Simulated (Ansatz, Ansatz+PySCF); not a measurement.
```yaml
atoms:
  - { symbol: Li, position_ang: [0.0000, 0.0000, -1.6078] }
  - { symbol: O, position_ang: [0.0000, 0.0000, 0.3549] }
  - { symbol: H, position_ang: [0.0000, 0.8298, 0.9921] }
  - { symbol: H, position_ang: [0.0000, -0.8298, 0.9921] }
```

RHF-MP2 on singlet LiH2O(+) was run in several spherical basis sets with Ansatz (development build ahead of 0.2.0). Frozen core: 1 orbital.

**Question.** Rank the basis sets by the total energy that they give, lowest first, with the distance from the lowest.
A. 6-31G(d)
B. cc-pVDZ
C. def2-SVP
D. def2-TZVP
E. cc-pVTZ

**Answer.** D (0.00 eV), E (0.33 eV), B (2.82 eV), A (3.76 eV), C (4.73 eV).

Totals follow the description of the cores as much as that of the bonds, so this order isn't one of quality for chemistry.
